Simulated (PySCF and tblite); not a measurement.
Values are calculated unless marked as measured or tabulated.
## C₄H₅NO, numbered as in [CH3:1][O:2]/[CH:3]=[CH:4]/[C:5]#[N:6]: conformational analysis

Level: B3LYP-D3(BJ)/def2-SVP (IEF-PCM, dichloromethane)//GFN2-xTB, thermal terms from GFN2-xTB, symmetry numbers and mirror pairs counted. Conformers within 2.5 kcal/mol (GFN2-xTB free energy) were kept, 6 at most. GIAO shieldings: KT2/pcSseg-1 (IEF-PCM, dichloromethane). Couplings: B3LYP/6-31G* with pcJ-1 on H (gas phase; spin-dipole term only for pairs with B, N, F, Si or P). Couplings are for ¹H. H–H couplings come out 0.1 to 0.9 Hz lower than with pcJ-1 on all atoms. Shifts are against TMS (¹H), TMS (¹³C) at the same level. Codes: tblite and PySCF.

Torsions listed: C1–O2–C3–C4.

```json
{"conformer": "1", "shape": "0°", "symmetry": "Cs", "E(GFN2) kcal/mol": "0.00", "E(DFT) kcal/mol": "0.00", "G(298.15 K) kcal/mol": "0.00", "weight %": "84.5", "dipole D": "6.24"}
{"conformer": "2", "shape": "180°", "symmetry": "Cs", "E(GFN2) kcal/mol": "1.50", "E(DFT) kcal/mol": "1.72", "G(298.15 K) kcal/mol": "1.00", "weight %": "15.5", "dipole D": "6.70"}
```

Weights (%) against temperature:

| T (K) | 1 | 2 | S(mix) cal/mol/K |
| --- | --- | --- | --- |
| 250 | 89.5 | 10.5 | 0.67 |
| 298.15 | 84.5 | 15.5 | 0.86 |
| 350 | 79.5 | 20.5 | 1.01 |

Averaged shifts at 298.15 K. ¹H: 7.48 (H3, 1H), 4.61 (H4, 1H), 4.04 (H1, 3H) ppm. ¹³C: 167.5 (C3), 116.6 (C5), 68.9 (C4), 58.7 (C1) ppm.

Averaged couplings (Hz): ²J(H1,H1) -12.0, ³J(H3,H4) 13.2.

Coordinates of conformer 1 (Å):

```xyz
11

C    -1.759    0.388   -0.054
O    -0.685    1.121    0.497
C     0.544    0.606    0.402
C     0.919   -0.550   -0.162
C     2.266   -0.943   -0.172
N     3.361   -1.287   -0.193
H    -2.653    0.981    0.129
H    -1.861   -0.587    0.432
H    -1.628    0.246   -1.131
H     1.271    1.263    0.863
H     0.229   -1.235   -0.632
```

Shifts are unscaled: against experiment ¹³C can be off by 15 ppm or more and ¹H by 0.8 ppm.

Search and properties took 60 s on 1 thread of Arm Neoverse N1, shared host (rough), launched as `OMP_NUM_THREADS=1 python ens_run.py task.json out`.
